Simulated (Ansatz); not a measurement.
## Other spins and charges of Cl–CH–Ga, doublet at one geometry

Geometry (PBE0/def2-TZVP stationary point for this spin, not checked as a minimum):

```yaml
atoms:
  - { symbol: Cl, position_ang: [0.0000, -0.2243, 1.9932] }
  - { symbol: C, position_ang: [0.0000, 0.8739, 0.6620] }
  - { symbol: Ga, position_ang: [0.0000, -0.0640, -1.1423] }
  - { symbol: H, position_ang: [0.0000, 1.9032, 1.0230] }
```

Basis cc-pVTZ; Ansatz 0.2.0. Only valence electrons are correlated (noble-gas cores and the filled d shells of p-block atoms frozen). Prefix R: restricted or restricted open-shell reference; prefix U: unrestricted. No spin–orbit coupling is included, and no scalar relativity.

Gaps are energies of the second state less the first, at fixed atoms, for a selection of the levels run; each method lands on the state that its own search finds for that charge and spin.

Removing an electron, to the triplet: 8.318 eV at UCCSDT(Q).

```tsv
level	gap (eV)	error (meV)
UMP2	8.294	-24
UCCSD(T)	8.332	14
BCCD(T)	8.341	23
PBE	8.258	-60
r2SCAN	8.314	-4
PBE0	8.351	33
B3LYP	8.451	133
wB97M-V	8.482	164
B2PLYP	8.353	35
RPA-PBE	8.544	226
```

Functionals correlate the shells that the reference freezes, so part of their error here is the reference's.

Full CI isn't at hand for all of this; UCCSDT(Q) serves as the reference, and is uncertain by the last step of the cluster series or more. The frozen core follows each run's orbitals, which can shift R against U totals by a few meV for light atoms and by up to 0.1 eV past Ca.
